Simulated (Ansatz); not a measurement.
# C2HO radical (SMILES [C]1=CO1): one structure at several levels

One table from this session's results is given with a row withheld; the runs are named, their logs left out.

The runs use Ansatz 0.2.0, Gaussian basis; single points in def2-TZVPP.

Correlated methods freeze the cores. Orbitals are unrestricted.

## The system as given

SMILES `[C]1=CO1`, 4 atoms, charge 0, spin multiplicity 2.

Atoms are counted from 1 here; the program's logs count them from 0.

Bond lengths: C1–C2 1.371 Å, C1–O3 1.509 Å, C2–O3 1.372 Å, C2–H4 1.088 Å. Angles: C2–C1–O3 56.6°, C1–C2–O3 66.8°, C1–C2–H4 161.2°, O3–C2–H4 132.0°, C1–O3–C2 56.6°.

Coordinates:

```tsv
atom	x (Å)	y (Å)	z (Å)
C1	-0.65850	-0.98000	0.04710
C2	0.29730	0.00090	0.11920
O3	-0.86700	0.42220	-0.47140
H4	1.23820	0.50890	0.31780
```

The first run:

Contents of run/in.yaml:

```yaml
crystal:
  periodic: [false, false, false]
  atoms:
    - {symbol: C, position_ang: [-0.658500, -0.980000, 0.047100]}
    - {symbol: C, position_ang: [0.297300, 0.000900, 0.119200]}
    - {symbol: O, position_ang: [-0.867000, 0.422200, -0.471400]}
    - {symbol: H, position_ang: [1.238200, 0.508900, 0.317800]}
basis:
  gaussian: {orbitals: def2-TZVPP}
magnetization: {spin_polarized: true, initial_magnetization: 1}
correlation: {method: ccsd_t}
scf: {omitted_lower_state_checks: [cluster_reference]}
output: {forces: true}
```

The command line of these runs was not kept.

Among the steps run: CCSD(T)/def2-TZVPP; PBE0-D4/def2-TZVPP; wB97M-V/def2-TZVPP; r2SCAN-D4/def2-TZVPP; PBE-D4/def2-TZVPP; BHLYP-D4/def2-TZVPP; SPW92/def2-TZVPP.

One of the session's tables, all rows but one given; the rest of the session is left out.

| method | RMS force component (eV/Å) | angle to CCSD(T) forces (°) | dipole (D) |
| --- | --- | --- | --- |
| CCSD(T) | 0.352 | reference | 2.94 |
| PBE0-D4 | 0.707 | 38.2 | 2.99 |
| wB97M-V | 0.670 | 33.9 | 2.98 |
| r2SCAN-D4 | ? | ? | ? |
| PBE-D4 | 0.356 | 24.0 | 2.97 |
| BHLYP-D4 | 1.067 | 42.7 | 3.00 |
| SPW92 | 0.634 | 40.4 | 3.05 |

Q: Estimate the row for r2SCAN-D4 from the others.

**Answer.** RMS force component (eV/Å): 0.495; angle to CCSD(T) forces (°): 19.7; dipole (D): 3.01. In the column «RMS force component (eV/Å)» it lies between PBE-D4 (0.356) and SPW92 (0.634).
